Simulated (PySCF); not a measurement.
Mapped SMILES: `[CH2:1]=[C:2]([CH3:3])[CH2:4][CH3:5]`; H(Xn) means a hydrogen on atom n. Ha(C1) is cis to C3; Hb(C1) is trans to C3.

[PySCF 2.14.0 with density-fitted response routines: σ from GIAO-PBE0/pcSseg-1; structure optimised with PBE0-D3(BJ)/def2-SVP; J: B3LYP/pcJ-1 (without the spin–dipole term); no solvent; fast rotation and ring inversion assumed for equivalent nuclei; non-relativistic Hamiltonian; single conformer]

Chemical shifts δ = σref − σ; ¹H vs TMS, all at this level.

The spectrum was simulated from the full spin Hamiltonian at 400 MHz with 1.2 Hz Lorentzian lines, from shifts rounded to 0.01 ppm and J to 0.1 Hz, couplings under 1 Hz left out.

(1) List the maxima of its ¹H spectrum with integrals.

(2) Summarise it as multiplets with assignments.

Answers

(1) 
```csv
region,integral (H),ppm,Hz,height
1,1,5.068,2027.4,8
1,,5.065,2026.1,15
1,,5.062,2024.8,21
1,,5.059,2023.4,22
1,,5.055,2022.1,17
1,,5.052,2020.8,10
2,1,5.001,2000.2,7
2,,4.996,1998.3,18
2,,4.991,1996.2,21
2,,4.984,1993.6,16
2,,4.979,1991.6,6
3,2,2.004,801.6,9
3,,2.001,800.5,9
3,,1.982,793.0,29
3,,1.980,791.9,29
3,,1.961,784.4,30
3,,1.958,783.2,30
3,,1.940,775.9,11
3,,1.937,774.7,11
4,3,1.764,705.7,65
4,,1.760,704.0,93
4,,1.756,702.4,65
5,3,1.041,416.5,52
5,,1.020,407.9,100
5,,0.998,399.3,47
```

(2) ¹H NMR (400 MHz, computed): δ 5.06 (d of sext, J = 2.8, 1.4 Hz, 1H, Hb(C1)), 4.99 (dq, J = 2.8, 2.0 Hz, 1H, Ha(C1)), 1.97 (qd, J = 8.6, 1.3 Hz, 2H, H(C4)), 1.76 (t, J = 1.7 Hz, 3H, H(C3)), 1.02 (t, J = 8.6 Hz, 3H, H(C5)). These are first-order names; overlap and second-order distortion can hide them in the list.

Multiplet labels drop couplings under 1 Hz and merge nearly equal ones. Unscaled 3J(H,H) at this level run about 10 % above measured values.
